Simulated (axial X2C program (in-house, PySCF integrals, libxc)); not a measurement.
# Worked dissociation energy of S₂: PBE0, 2c

Computed with an in-house all-electron X2C program for linear molecules (integrals from PySCF). Two-component (2c) means X2C with spin–orbit coupling and atomic mean-field two-electron Coulomb and Gaunt terms. Basis: S dyall-av3z [9s8p3d2f] (cores contracted in-house); Gaussian nuclei, density fitting, unrestricted open shells. Masses: S 31.972 u.

Molecular state: Ω = 1 (⟨Sz⟩ = 1.00, ⟨Lz⟩ = 0.00 at PBE0).

```
E(S) (2M_J = 2) : -399.018062 hartree
E(S₂) at Re     : -798.201635 hartree
ωe              : 745.5 cm⁻¹
ωexe            : 2.46 cm⁻¹
```

Question: Work out De and D0.

Answer: De = -399.018062 + (-399.018062) − (-798.201635) = 0.16551 hartree = 4.504 eV. The zero-point energy is ωe/2 − ωexe/4 = 372 cm⁻¹ = 0.046 eV, so D0 = 4.458 eV.

The state is a single determinant with fixed occupations, the lowest that a limited PBE0 search found. Dissociation energies refer to the lowest single-determinant-based atoms at the same level and basis. Density functionals use the spin component along the axis (collinear). The 2c atoms are single determinants rather than J levels; their spin–orbit lowering is only partly caught, and De is too large by that part. This holds for PBE0. Other states lie close and PBE0, whose exact exchange favours high spin, may order them wrongly; the determinant shown need not be the ground state. The nearest other 2c determinant of the search, Ω = 0, lies 0.66 eV up at the distance of the search. Without a current term, density functionals place determinants with orbital angular momentum somewhat too high. With several unpaired electrons one determinant need not be a pure state. Open-shell Ω = 0 determinants with evenly filled partner blocks cannot be reached by this program, so the Ω shown need not be the lowest component. This is the Ω = 1 component of a π² triplet; the 0⁺ component is not one determinant and can lie lowest.

Each atomic determinant is the lowest at this level and need not be a pure J level. Totals compare only within one Hamiltonian and basis.
